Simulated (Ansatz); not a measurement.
A made-up structure of AlSiH3F, doublet:

F1  (-0.383, -1.041, -0.082)
Si2  (-1.930, -1.392, 0.156)
Al3  (0.477, 1.152, 0.076)
H4  (0.035, -1.829, -0.264)
H5  (2.032, 1.263, -0.196)
H6  (-0.495, 2.347, 0.424)
(Å)

It is relaxed with PBE-D4/def2-SVP and then PBE0-D4/def2-TZVP (Ansatz 0.2.0). Atoms count as bonded within 1.22 times the sum of their covalent radii (H–H: 0.88 Å). The end point is not checked to be a true minimum.

Q: Does its bonding change? (Judge from chemistry; the calculation decides.)

A: The calculation gives: Yes. Formed: Si2–Al3; broken: F1–Si2.

Where it ends: The first stage lowers the energy by 5.03 eV in 16 steps. It ends as a complex of AlSiH₂ ([AlH2][Si]) + HF:
```tsv
atom	x (Å)	y (Å)	z (Å)
F1	0.2798	-1.9326	-0.3299
Si2	-1.4699	-0.4796	0.2031
Al3	0.0470	1.4452	0.1981
H4	-0.1840	-2.7352	-0.3604
H5	1.6073	1.3060	-0.1088
H6	-0.5446	2.8954	0.5133
```

Labels in which every atom is bracketed show which atoms are joined, not bond orders.

For scale, one of the runs: PBE0-D4/def2-TZVP relaxation, 123 basis functions, launched by `ansatz run in.yaml --threads 2 --pin off --events-out ev --progress --plain --max-ram 4352MiB`. Hardware: 2 CPU threads of an Intel Xeon, shared host. Wall time about 57 s.
